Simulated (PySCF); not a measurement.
Problem. Give a PBE0-D3(BJ)/def2-SVP geometry of `C=C/C=C\SC`.

Solution. 
```xyz
14
C5H8S angstrom
C      2.6040    1.8101   -0.3305
C      1.3855    1.2478   -0.3523
C      1.0920   -0.0907    0.1169
C     -0.1224   -0.6783    0.1025
S     -1.5917    0.0604   -0.4891
C     -2.7660   -1.2789   -0.2023
H      2.7718    2.8251   -0.6973
H      3.4725    1.2681    0.0568
H      0.5430    1.8273   -0.7494
H      1.9269   -0.6752    0.5170
H     -0.2366   -1.6984    0.4824
H     -2.8361   -1.5274    0.8664
H     -2.5009   -2.1744   -0.7825
H     -3.7440   -0.9142   -0.5442
```

Orientation and origin are arbitrary. Atoms count from 1 in this order. The C–S distances run from 1.748 Å (C4–S5, drawn single) to 1.804 Å (S5–C6, drawn single), a spread of 0.056 Å. Of the pairs four or more bonds apart, S5···H9 is among the closest relative to their van der Waals radii: 2.78 Å, 93 % of the sum of Bondi's values. The 3 C–C bonds span 1.342 Å (C1=C2, drawn double) to 1.448 Å (C2–C3, drawn single), a spread of 0.106 Å. The 6 heavy atoms lie in one plane (0.002 Å rms).

Bonds between heavy atoms (Å): C1=C2 1.342, C2–C3 1.448, C3=C4 1.349, C4–S5 1.748, S5–C6 1.804.

Level of theory: PBE0-D3(BJ)/def2-SVP geometry optimisation, gas phase in PySCF 2.14.0.

Point group: Cs (tolerance 0.08 Å). Not checked by PBE0-D3(BJ)/def2-SVP frequencies. One conformer, not necessarily the lowest (C1–C2–C3–C4 180°, C3–C4–S5–C6 180°).

The run took 26 s on an x86-64 server with one thread (shared host). This is the geometry optimisation.
